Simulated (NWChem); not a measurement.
**Correlation energy of methanol (CH4O)**

```xyz
6

C      0.6125    -0.2314     0.0000
O     -0.6650     0.3583     0.0000
H      0.8066    -0.8558     0.8960
H      1.3548     0.5819     0.0000
H      0.8066    -0.8558    -0.8960
H     -1.3230    -0.3478     0.0000
```
Charge 0, spin multiplicity 1.

Everything below was run with NWChem. The geometry was optimised at B3LYP/def2-SVP, a minimum by its harmonic frequencies.

Basis set: cc-pVTZ. Each correlation energy counts from its own Hartree-Fock reference.

The correlated methods keep 2 core orbitals frozen. No row is a measurement; the coupled-cluster row has its own basis-set and correlation limits.

One of these methods gave a correlation energy of -428.5 mHa. Which?
(A) RI-MP2
(B) CCSD
(C) CR-CCSD[T]

A, RI-MP2. The others give -447.2 (CCSD), -459.8 (CR-CCSD[T]).
